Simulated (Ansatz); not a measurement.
C3H4O2 (`CC(=O)C=O`). The species carries charge 0 and has multiplicity 1.

```xyz
9

C     0.881   -0.740   -0.194
C    -0.392   -0.019   -0.481
O    -1.062   -0.157   -1.473
C    -0.886    0.975    0.571
O    -0.305    1.190    1.596
H     1.688   -0.018   -0.040
H     1.123   -1.414   -1.013
H     0.789   -1.293    0.744
H    -1.834    1.475    0.289
```

Give the diagnostics of a CCSD(T)/def2-TZVPP run (frozen core, Ansatz). (Best estimate.)

Ansatz gave: T1 = 0.0151, largest single amplitude 0.033, largest double 0.066, (T) share of the correlation energy 4.2 %, 9 CCSD cycles. The RHF solution is stable towards an unrestricted one. T1 lies under the customary mark of 0.02 for closed shells.
